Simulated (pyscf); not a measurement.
Single points on ωB97X-D3(BJ)/def2-SVP structures (PySCF, gas phase).

### Question
For HO–As(OH)–O–SiH₃ (SMILES O[As](O)O[SiH3]) + H₂ (SMILES [H][H]) → HO–As(OH)–OH (SMILES O[As](O)O) + SiH₄ (SMILES [SiH4]), a four-centre exchange (singlet surface; O–Si, H–H broken, H–O, H–Si formed), PBE/def2-TZVP gives ΔE‡ = 1.98 eV and ΔE = +0.63 eV (zero: the separated reactants). In which direction and how far do B3LYP-D3(BJ)/def2-TZVP, PBE0-D3(BJ)/def2-TZVP, ωB97M-D3(BJ)/def2-TZVP move these?

### Answer
B3LYP-D3(BJ): ΔE‡ = 2.28 eV, ΔE = +0.80 eV; PBE0-D3(BJ): ΔE‡ = 2.10 eV, ΔE = +0.70 eV; ωB97M-D3(BJ): ΔE‡ = 2.27 eV, ΔE = +0.75 eV. PBE's barrier lies under all of them, by 0.12 to 0.30 eV. Its reaction energy lies under all of them, by 0.07 to 0.17 eV. This is the saddle that the search found; another between the same sides may lie lower. Elements up to Kr have no core potential and no relativistic terms here.
